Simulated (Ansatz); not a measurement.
`[B]F`. The species carries charge 0 and has multiplicity 1. The structure was optimised at the PBE0-D4/def2-TZVP level.

```xyz
2

B    -0.284    0.259    0.501
F     0.284   -0.259   -0.501
```

(1) What is the dipole moment at PBE/def2-TZVPP? (An estimate is asked.)

(2) And with r2SCAN, B3LYP, ωB97M-V? (An estimate is asked.)

(3) Give the Mulliken charges with PBE, B3LYP, ωB97M-V in def2-TZVPP. (Estimate.)

Answers

(1) The calculation gave: 1.10 D, with components (0.49, -0.45, -0.87) D in this frame, pointing from negative to positive charge.

(2) The calculation gave: r2SCAN 1.10 D, B3LYP 0.99 D, ωB97M-V 0.96 D.

(3) Ansatz gave: 
| atom | PBE | B3LYP | ωB97M-V |
| --- | --- | --- | --- |
| B1 | 0.06 | 0.10 | 0.10 |
| F2 | -0.06 | -0.10 | -0.10 |

B3LYP here is the variant with VWN-RPA as its local correlation; programs differ in this.
